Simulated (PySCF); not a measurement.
Molecule: SMILES O(F)F, F$_{2}$O.

Molfile (atoms numbered from 1):
```
F2O
     RDKit          3D

  3  2  0  0  0  0  0  0  0  0999 V2000
   -1.0932    0.2571   -0.0000 F   0  0  0  0  0  0  0  0  0  0  0  0
    0.2641    0.5005    0.0000 O   0  0  0  0  0  0  0  0  0  0  0  0
    0.8292   -0.7576    0.0000 F   0  0  0  0  0  0  0  0  0  0  0  0
  1  2  1  0
  2  3  1  0
M  END
```

Geometry PBE0-D3(BJ)/def2-SVP throughout; GIAO in PySCF 2.14.0 with density-fitted response routines, gas phase, one conformer, non-relativistic; equivalent atoms averaged; functional PBE0.

For orientation, IGLO-III gives these shifts δ (against CFCl3, H2O at the same level): F1/F3 183.1, O2 809.5 ppm.

A run gave: F1/F3 162.5, O2 772.8 ppm (shifts δ (against CFCl3, H2O at the same level)).

Which basis set was used in that run?
A. pcSseg-0
B. cc-pVTZ
C. 6-31G*
D. 6-31G

## Answers

B. O2 tells them apart best: cc-pVTZ gives 772.8, pcSseg-0 gives 811.2, 6-31G* gives 697.5, 6-31G gives 737.9 ppm.
